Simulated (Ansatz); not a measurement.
# Worked example: the enthalpy of CH3NO → HNC + H2O

Species: CH3NO (formamide) `NC=O`, singlet; HNC (hydrogen isocyanide) `[C-]#[NH+]`, singlet; H2O (water) `O`, singlet. 

Shapes, held fixed at every level: PBE0-D4/def2-TZVP. Flexible molecules stand in one conformer, not always the lowest. Programs: Ansatz 0.2.0. The zero-point and thermal terms to 298 K, harmonic and unscaled (PBE0-D4/def2-TZVP), stand in the table.

At PBE0-D4/def2-TZVPP; 1 Eh = 2625.50 kJ/mol:

```
species  energy (Eh)  H(298 K) − E (kJ/mol)  tabulated ΔfH (kJ/mol)
  CH3NO  -169.780913                  132.2                  -193.9
    HNC   -93.324508                   51.3                  +192.0
    H2O   -76.380970                   66.4                  -241.8
```

Work out the reaction enthalpy at 298 K from the calculation and from the table of heats.


1. Electronic: (-93.324508) + (-76.380970) − [(-169.780913)] = 0.075435 Eh = +198.1 kJ/mol.
2. Zero-point and thermal: (51.3) + (66.4) − [(132.2)] = -14.5 kJ/mol.
3. Computed ΔH = +183.6 kJ/mol.
4. From the heats of formation (Active Thermochemical Tables, CRC Handbook of Chemistry and Physics): (192.0) + (-241.8) − [(-193.9)] = +144.1 kJ/mol.
5. Computed less tabulated: +39.5 kJ/mol. Tabulated heats carry uncertainties of their own.
